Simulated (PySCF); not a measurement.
## Adding ammonia to Na+, molecule by molecule

Gas-phase clusters of one Na+ with n ammonia, each in one structure from a short search with a few starts, optimised by PBE0-D3(BJ)/def2-SVPD or PBE0-D3(BJ)/def2-TZVPD; other arrangements may lie lower. Binding energies from relaxed separate molecules, wB97M-D3(BJ)/def2-TZVPD, counterpoise-corrected, in kcal/mol (PySCF). Shieldings by GIAO PBE0/pcSseg-2.

Frequency runs check only 1 of the 3 structures; these show no clear imaginary mode.

Task: How does binding build up with each further ammonia?

Result: 
```json
{"n": "1", "binding energy": "-28.6", "gain of the last molecule": "-28.6", "shielding of Na (ppm)": "591.5"}
{"n": "2", "binding energy": "-53.2", "gain of the last molecule": "-24.7", "shielding of Na (ppm)": "560.2"}
{"n": "3", "binding energy": "-72.5", "gain of the last molecule": "-19.2", "shielding of Na (ppm)": "544.2"}
```

Each molecule adds less than the one before.
